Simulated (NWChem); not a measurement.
Extrapolating the MP2 correlation energy of CH₂

```
C
H 1 1.1231
H 1 1.1231 2 100.29
```
Charge 0, spin multiplicity 1.

The numbers come from NWChem runs, not from measurements. The geometry was optimised at B3LYP/def2-SVP, a minimum by its harmonic frequencies.

The correlated methods keep 1 core orbital frozen. The structure started from a generated list of species.

Worked example. The MP2 correlation energy is -139.07 mHa in cc-pVTZ and -148.55 mHa in cc-pVQZ. The form E(X) = E∞ + A/X³ turns the pair into an estimate of the basis-set limit.

E∞ = (4³·(-148.55) − 3³·(-139.07))/(4³ − 3³) = -155.5 mHa. The larger basis holds 96 % of that. This is a two-point estimate.
